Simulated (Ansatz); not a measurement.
System: C4H9 (charge -1, singlet). It need not be the lowest isomer of its formula. Whether it binds its extra electron was not tested at this geometry. SMILES: [CH2-]C(C)C
Structure (B3LYP-D3(BJ)/def2-TZVP (Ansatz, a program for electronic structure) minimum search):
```xyz
13

C      0.0015     0.0678     0.3523
H      0.0042    -0.0662     1.4707
C      0.0084     1.4908    -0.1537
H     -0.8740     2.0351     0.2250
H      0.8995     2.0246     0.2195
C      1.2446    -0.6899    -0.1339
H      1.2651    -0.6873    -1.2290
H      2.1556    -0.1898     0.2105
H      1.2678    -1.7283     0.2304
C     -1.2535    -0.6751    -0.1261
H     -1.2809    -0.6722    -1.2210
H     -1.2867    -1.7132     0.2384
H     -2.1563    -0.1643     0.2240
```
Charge -1, spin multiplicity 1.

Question: Give the harmonic wavenumbers at B3LYP-D3(BJ)/def2-TZVP (Ansatz, finite differences of forces, unscaled).

Answer: 193, 256, 305, 365, 401, 472, 716, 791, 905, 948, 966, 982, 1091, 1177, 1190, 1286, 1349, 1355, 1368, 1443, 1459, 1470, 1478, 1500, 2602, 2900, 2932, 2941, 2955, 3018, 3023, 3045, 3050 cm⁻¹. Zero-point energy 71.4 kcal/mol.

Question: From these and the geometry, give the ideal-gas thermochemistry at 298.15 K and 1 atm (rigid rotor, harmonic oscillator).

Answer: Point group Cs, rotational symmetry number 1. Rotational constants 8.301, 8.067, 4.67 GHz. S(trans) 38.05, S(rot) 24.44, S(vib) 9.34, S(elec, spin only) 0.00, S 71.8 cal/(mol K). H(298) - H(0) 4.16 kcal/mol; G - E(el) 54.1 kcal/mol.
